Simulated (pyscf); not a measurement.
PySCF, gas phase, ωB97X-D3(BJ)/def2-SVP geometries.

**Question.** Estimate by transition-state theory the rate constant of HO–BH–Cl (SMILES OBCl) + H₂ (SMILES [H][H]) -> H₂B–OH (SMILES BO) + HCl (SMILES Cl) (singlet surface; B–Cl, H–H broken, B–H, Cl–H formed) at 900 K, with ωB97M-D3(BJ)/def2-TZVP energies (ideal gas, 1 atm, RRHO with modes under 100 cm⁻¹ raised to 100, one conformer, R ln 2 for chiral ones without a mode under 150 cm⁻¹; no tunnelling).

**Answer.** The electronic barrier is 40.7 kcal/mol and the thermal terms add +26.6, so ΔG‡ = 67.2 kcal/mol. With k_BT/h = 1.88e+13 s⁻¹ and RT = 1.788 kcal/mol, and a volume of 1.23e-19 cm³ per molecule at 1 atm, k = 1.1e-22 cm³ molecule⁻¹ s⁻¹. Wigner's tunnelling factor for 986i cm⁻¹ would be 1.10. A shift of 1 kcal/mol in the barrier changes k by a factor 1.7. This is the saddle that the search found; another between the same sides may lie lower.
